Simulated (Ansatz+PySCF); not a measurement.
The numbers below are computed, except where a source is named.
# N2 → 2 N

N2 (charge 0, multiplicity 1):
```yaml
atoms:
  - { symbol: N, position_ang: [0.0000, 0.0000, -0.5489] }
  - { symbol: N, position_ang: [0.0000, 0.0000, 0.5489] }
```

Shapes relaxed with PBE0/def2-SVP. Single points in def2-SVP with Ansatz (development build ahead of 0.2.0), no zero-point energy. Correlated methods freeze no orbital on H to Be, one on B to Mg, five on Al to Zn, nine on Ga to Sr.

```csv
method,reaction energy
CCSD (restricted),8.752 eV
CCSD (unrestricted),8.748 eV
CCSD(T) (restricted),9.043 eV
CCSD(T) (unrestricted),9.039 eV
HF (restricted),5.070 eV
MP2 (restricted),9.533 eV
MP2 (unrestricted),9.506 eV
PBE (restricted),10.602 eV
PBE (unrestricted),10.544 eV
PBE0 (restricted),9.794 eV
PBE0 (unrestricted),9.719 eV
r2SCAN (restricted),9.573 eV
r2SCAN (unrestricted),9.442 eV
wB97X (restricted),9.914 eV
wB97X (unrestricted),9.733 eV
```

Question: What does HF (unrestricted) give?

Answer: 4.874 eV.
